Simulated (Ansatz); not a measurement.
**AlH3 (SMILES [AlH3]): HF/3-21G**

Aim: the vertical singlet–triplet gap of AlH3 at HF/3-21G, from 2 runs. 

The results are computed with Ansatz 0.2.0.

35 further runs of the same task are left out: 1 that didn't finish, 34 set aside as unsound or not needed.

### Step 1. The system as given

The species is AlH3 (4 atoms), meant as a singlet with charge 0. SMILES: `[AlH3]`. The coordinates come from a PBE0-D4/def2-TZVP relaxation.

Bond lengths: Al1–H2 1.586 Å, Al1–H3 1.586 Å, Al1–H4 1.586 Å. Angles: H2–Al1–H3 120.0°, H2–Al1–H4 120.0°, H3–Al1–H4 120.0°.

### Step 2. The energy at HF/3-21G

Contents of input.yaml:

```yaml
crystal:
  periodic: [false, false, false]
  atoms:
    - {symbol: Al, position_ang: [0.013700, -0.014800, -0.005100]}
    - {symbol: H, position_ang: [0.633200, 0.670900, 1.283600]}
    - {symbol: H, position_ang: [-1.340800, -0.832000, 0.105100]}
    - {symbol: H, position_ang: [0.749400, 0.115700, -1.403900]}
basis:
  gaussian: {orbitals: 3-21G.json}
hamiltonian: {xc: hf}
accuracy: high
output: {orbitals: {seedname: orbitals}}
```

The basis set 3-21G is read from a file made from the Basis Set Exchange's data (not shown).

The run is started by

```sh
$ ansatz run input.yaml --threads 1 --pin off --max-ram 3480MiB --events-out events.jsonl --progress --plain --runs-dir runs
```

Log:

```text
Warning: RAYON_NUM_THREADS=1 ignored (pool sized by the plan → 1); use --threads N
Functional definition: HF
  name "HF"
  exchange = exact_x
  correlation = 0
374 factors; integrals over basis functions are off by at most 2.6e-9 eV
mean field evaluation 1: about -6592.6259 eV, gradient 6.3e0 eV
mean field evaluation 2: about -6592.6276 eV, gradient 6.3e0 eV
mean field evaluation 4: about -6592.8821 eV, gradient 1.5e-1 eV
mean field evaluation 8: about -6592.8824 eV, gradient 1.0e-4 eV
mean field -6592.88236965 eV, -242.2839582683 hartree, gradient 7.1e-8 eV, S^2 0.000000; 0 other end points of the search recorded, 0 dependent functions left out
reference -6592.88236965 eV, -242.2839582683 hartree; 8, 8 occupied and 11, 11 virtual orbitals, 374 factors
Total energy: -6592.88236965 eV, -242.2839582683 hartree
```

Wall time 0.1 s (1 thread of Arm Neoverse V1, shared host).

### Step 3. The triplet at the same level

Contents of in.yaml:

```yaml
crystal:
  periodic: [false, false, false]
  atoms:
    - symbol: Al
      position_ang: [0.013700, -0.014800, -0.005100]
    - symbol: H
      position_ang: [0.633200, 0.670900, 1.283600]
    - symbol: H
      position_ang: [-1.340800, -0.832000, 0.105100]
    - symbol: H
      position_ang: [0.749400, 0.115700, -1.403900]
basis:
  gaussian: {orbitals: 3-21G.json}
magnetization: {spin_polarized: true, initial_magnetization: 2}
accuracy: high
output: {orbitals: {seedname: orbitals}}
hamiltonian: {xc: hf}
```

The basis set 3-21G is read from a file made from the Basis Set Exchange's data (not shown).

The run is started by

```sh
$ ansatz run in.yaml --threads 1 --pin off --max-ram 3480MiB --events-out events.jsonl --progress --plain --runs-dir runs
```

Log:

```text
Warning: RAYON_NUM_THREADS=1 ignored (pool sized by the plan → 1); use --threads N
[... 4 set-up lines as earlier in the session ...]
374 factors; integrals over basis functions are off by at most 2.6e-9 eV
mean field evaluation 1: about -6587.0402 eV, gradient 6.8e0 eV
mean field evaluation 2: about -6587.0477 eV, gradient 6.8e0 eV
mean field evaluation 4: about -6587.7475 eV, gradient 1.1e0 eV
mean field evaluation 8: about -6587.8167 eV, gradient 1.7e-1 eV
mean field evaluation 16: about -6587.8230 eV, gradient 2.4e-2 eV
mean field evaluation 32: about -6587.7964 eV, gradient 4.0e-2 eV
mean field evaluation 64: about -6587.8159 eV, gradient 7.0e-2 eV
mean field evaluation 96: about -6587.0402 eV, gradient 6.8e0 eV
mean field -6587.82339432 eV, -242.0980443540 hartree, gradient 2.3e-8 eV, S^2 2.004846; 2 other end points of the search recorded, 0 dependent functions left out
reference -6587.82339432 eV, -242.0980443540 hartree; 9, 7 occupied and 10, 12 virtual orbitals, 374 factors
Total energy: -6587.82339432 eV, -242.0980443540 hartree
```

Wall time 0.18 s (1 thread of Arm Neoverse V1, shared host).

### Step 4. What came out

Level: HF/3-21G.

```
                                        quantity          value
                           singlet: total energy  -242.28396 Eh
                            singlet: HOMO energy      -11.63 eV
                            singlet: LUMO energy        0.85 eV
                          singlet: HOMO–LUMO gap       12.48 eV
                           triplet: total energy  -242.09804 Eh
     triplet: HOMO energy (highest over α and β)       -5.99 eV
      triplet: LUMO energy (lowest over α and β)       -3.44 eV
                                   triplet: ⟨S²⟩          2.005
vertical energy of the triplet above the singlet       5.059 eV
```

At this shape the triplet lies 5.06 eV (117 kcal/mol) above the singlet.
